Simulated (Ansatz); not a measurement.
Consider the formal loss of a carbene: `CCCC(C)(C)C` → `CCCC(C)C` + `[CH2]` (triplet).

Computed with Ansatz on PBE0-D4/def2-TZVP structures; ΔE is electronic, products minus reactants. CCSD(T)/CBS adds triple-zeta CCSD(T) − MP2 to the extrapolated MP2 energy (def2 sets, frozen cores). This one scheme is used for every species. Functionals use def2-TZVPP. B3LYP here is the variant with VWN-RPA as its local correlation; programs differ in this. Triplets are unrestricted, without spin–orbit coupling. Each species was taken in one conformer, which may not be the lowest.

Question: Is it downhill or uphill in electronic energy at CCSD(T)/CBS, and by how much? (Best estimate.)

Answer: The calculation gave: Uphill: ΔE = +4.61 eV.

Question: What do these levels give: r2SCAN-D4, B3LYP-D4, ωB97X-V, ωB97M-V, B2PLYP, r2SCAN, PBE0, HF/def2-TZVPP, MP2/def2-TZVPP, SCS-MP2/def2-TZVPP, CCSD(T)/def2-TZVPP, HF/CBS(def2)? (An estimate is asked.)

Answer: Ansatz gave: r2SCAN-D4 4.34, B3LYP-D4 4.47, ωB97X-V 4.69, ωB97M-V 4.61, B2PLYP 4.45, r2SCAN 4.31, PBE0 4.45, HF/def2-TZVPP 2.97, MP2/def2-TZVPP 4.66, SCS-MP2/def2-TZVPP 4.63, CCSD(T)/def2-TZVPP 4.50, HF/CBS(def2) 2.97 eV.

Largest T1 diagnostic among the species: 0.011.

The D4 term adds +0.15 eV with B3LYP and +0.09 eV with PBE0; it sums over pairs of atoms, weighted by their polarisabilities, and B3LYP, whose exchange is more repulsive, gets the larger term. From PBE to PBE0 (25 % exact exchange), in def2-TZVPP and without D4, ΔE moves by −0.07 eV. In def2-TZVPP, CCSD(T) changes the Hartree–Fock value by +1.53 eV (the triples alone add +0.13 eV) and MP2 by +1.69 eV.
